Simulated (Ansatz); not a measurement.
# How the polycrystal shear modulus of cubic perovskite KTaO3 moves with the method

No measured value is used here.

| level (code) | value (GPa) | cell (Å³/atom) |
|---|---|---|
| LDA (Ansatz) | 134 | 12.35 |
| PBE (Ansatz) | 122 | 13.04 |
| PBE0 (Ansatz) | 137 | 12.66 |

Density-functional levels without +SOC have no spin–orbit coupling. LDA, PBE, PBE0: the relaxation could not lower the start's symmetry, so the cell can be a saddle point above a distorted one. Each level is taken at its own relaxed cell. Ansatz's density-functional and Hartree–Fock values are scalar-relativistic unless marked +SOC, with PAW data made under PBE.

Ansatz is a first-principles code.
